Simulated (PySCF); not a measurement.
# MB for M along the second period

PBE0 with double-zeta basis sets in PySCF, for the lowest determinant that a PBE0 search found; no spin–orbit coupling. De refers to high-spin ground-configuration atoms. A positive dipole means M(−)B(+).

```tsv
M	basis	state (unpaired electrons)	Re (Å)	ωe (cm⁻¹)	De (eV)	μ (D)
Li	def2-SVPD	triplet (σ ↑, π ↑)	2.130	564	1.45	-5.78
C	cc-pVDZ	quartet (σ ↑, π ↑↑)	1.492	1198	4.64	1.31
N	x2c-SVPall	triplet (σ ↑, π ↑)	1.317	1624	4.87	1.95
O	cc-pVDZ	doublet (σ ↑)	1.206	1919	8.28	2.10
F	x2c-SVPall	singlet (closed shell)	1.263	1427	7.85	-1.20
```

The shortest bond is that of BO (1.206 Å), the longest that of LiB (2.130 Å).

The rows differ in basis set, which adds steps of its own.

The state changes along the series, so neighbouring rows are not always alike in their bonding.

States were picked by a PBE0 search and need not be the measured ground states.
